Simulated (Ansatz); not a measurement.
System: hcp Ru. Method: RPBE (Ansatz, a program for electronic structure, PAW).

Run with plane-wave cutoff 520 eV, 30×30×16 k mesh (along the axes of the cell as run), Fermi–Dirac smearing 0.058 eV (set by the program), no spin polarisation, scalar-relativistic PAW data made under PBE.

Cell (relaxed at this level):

```
CELL_PARAMETERS angstrom
      2.73506     0.00000     0.00000
     -1.36753     2.36863     0.00000
      0.00000     0.00000     4.31135
ATOMIC_POSITIONS crystal
  Ru 0.66667 0.33333 0.75000
  Ru 0.33333 0.66667 0.25000
```

### Question
Estimate the elastic constant C66, elastic constant C33, Voigt–Reuss–Hill bulk modulus, elastic constant C44, elastic constant C11, elastic constant C12 and elastic constant C13 that the calculation returns.

### Answer

- elastic constant C66: 185 GPa
- elastic constant C33: 610 GPa
- Voigt–Reuss–Hill bulk modulus: 295 GPa
- elastic constant C44: 180 GPa
- elastic constant C11: 540 GPa
- elastic constant C12: 169 GPa
- elastic constant C13: 157 GPa

Measured, for comparison: elastic constant C33 624 GPa, elastic constant C44 181 GPa, elastic constant C11 563 GPa, elastic constant C12 188 GPa, elastic constant C13 168 GPa (temperature not stated, not corrected to a static lattice; as tabulated in Mehl and Papaconstantopoulos (1996), arXiv:mtrl-th/9602003). Computed (rounded) less measured: elastic constant C33 -2 %, elastic constant C44 -0.6 %, elastic constant C11 -4 %, elastic constant C12 -10 %, elastic constant C13 -7 %.

Elastic constants are with the ions relaxed.

Cost on a shared machine: around 40 core-minutes (rough).
